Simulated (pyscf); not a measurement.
Structures and frequencies: ωB97X-D3(BJ)/def2-SVP in PySCF.

Task: List the bond dissociation enthalpies at 298 K of H₂N–Ge(Cl)(Cl)–Cl from ωB97M-D3(BJ)/def2-TZVP, from the weakest bond up.

Result: Ge–N to NH₂• + Cl–Ge•(Cl)–Cl: 85.2 kcal/mol; Cl–Ge to H₂N–Ge•(Cl)–Cl + Cl•: 92.0 kcal/mol; H–N to •HN–Ge(Cl)(Cl)–Cl + H•: 110.3 kcal/mol. Ring and multiple bonds, and those that leave no two simple radicals, are not listed. Other isomers of •HN–Ge(Cl)(Cl)–Cl, H₂N–Ge•(Cl)–Cl were not searched in full and may lie lower. Left out: the spin-orbit lowering of Cl. Elements up to Kr have no core potential and no relativistic terms here.
